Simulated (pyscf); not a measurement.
Thermochemistry of product channels of HO–BH–OH (SMILES OBO) + HCl (SMILES Cl) on the singlet surface, in eV, from ωB97M-D3(BJ)/def2-TZVP energies (ideal gas, 1 atm, RRHO with modes under 100 cm⁻¹ raised to 100, one conformer, R ln 2 for rigid chiral ones). Structures and frequencies: ωB97X-D3(BJ)/def2-SVP in PySCF.

```
products                                              ΔE  ΔH(298 K)  ΔG(298 K)  ΔG(1200 K)
-------------------------------------------------  -----  ---------  ---------  ----------
HO–B(OH)–Cl (SMILES OB(O)Cl) + H₂ (SMILES [H][H])  -0.65      -0.74      -0.67       -0.53
H₂O (SMILES O) + HO–BH–Cl (SMILES OBCl)            +0.46      +0.49      +0.46       +0.37
```

These are energies of the channels, which say nothing of barriers.
